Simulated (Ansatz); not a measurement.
Coupled-cluster diagnostics for the cluster B3H2, Ansatz.

Geometry of the doublet (r2SCAN-D4/def2-TZVP):

Cartesian coordinates in Å:
```
B 0.000 0.004 0.000
B -1.508 0.143 -0.011
B 1.509 -0.141 0.012
H -2.681 0.249 -0.021
H 2.681 -0.255 0.021
```

Correlated methods freeze 3 core orbitals. Another isomer (doublet) lies 0.11 eV lower at PBE0-D4/def2-TZVP; other spin states weren't run for this one.

**Question.** Estimate the CCSD(T) correlation energy, the shares of MP2 and (T), T1 and the reference's ⟨S²⟩ for: charge 0, doublet, own geometry in def2-TZVPP; and the rough time on 4 threads of Arm Neoverse N1 on a shared host.

**Answer.** 
```
                          state       basis  correlation (eV)  MP2 share (%)  (T) share (%)     T1  ⟨S²⟩ (pure)  wall time                      remarks
charge 0, doublet, own geometry  def2-TZVPP            -8.070           78.1            5.6  0.082  1.38 (0.75)       20 s  large T1, spin-contaminated
```
Customary marks for T1 are 0.02 (closed shells), 0.045 (open shells) and about 0.05 (3d metals). T1 exceeds 0.02 in 1 of 1 rows and 0.045 in 1; the higher it lies, the less the single-reference result can be trusted.
